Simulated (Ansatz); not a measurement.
Ideal-gas functions of `C=CN=C` at 400 K and 1 bar, from an Ansatz frequency run at PBE0-D4/def2-TZVP.

Molar mass 55.08 g/mol, point group Cs (symmetry number 1), electronic degeneracy 1, moments of inertia 10.439, 102.46, 112.899 u Å². Harmonic wavenumbers (cm⁻¹, unscaled): 151, 332, 561, 606, 825, 930, 953, 1010, 1057, 1126, 1259, 1325, 1421, 1488, 1706, 1721, 3019, 3081, 3171, 3175, 3271.

Use S(trans) = R[1.5 ln M + 2.5 ln T − 1.1517]; rotational temperatures θ = 24.2544 K / I; S(rot) = R[ln(√π/σ · √(T³/θAθBθC)) + 1.5]; for each mode x = 1.438777 ν̃/T, S = R[x/(eˣ − 1) − ln(1 − e⁻ˣ)] and H = RT x/(eˣ − 1); 1 cm⁻¹ = 0.0119627 kJ/mol; R = 8.31446 J/(mol·K).

Task: By hand: the entropy, in J/(mol·K).

Result: Translation 165.0. Rotation: θ = 2.3234, 0.2367, 0.2148 K, giving 100.8. Vibration, mode by mode: 13.49, 7.32, 3.76, 3.31, 1.78, 1.31, 1.23, 1.04, 0.91, 0.74, 0.50, 0.41, 0.31, 0.25, 0.13, 0.12, 0.00, 0.00, 0.00, 0.00, 0.00, in all 36.6. Electronic 0.0. Sum 302.4 J/(mol·K).

Task: By hand: H − E and G − E in kJ/mol, counted from the electronic energy.

Result: Zero-point energy ½ × 32188 × 0.0119627 = 192.5; thermal vibration 8.9; translation, rotation and pV give 4 RT = 13.3. H − E = 214.7 kJ/mol, and G − E = 214.7 − 400 × 302.4/1000 = 93.7 kJ/mol.

Vibration gives 12 % of the entropy. The sum counts one conformer and one mirror image; others add a mixing term.
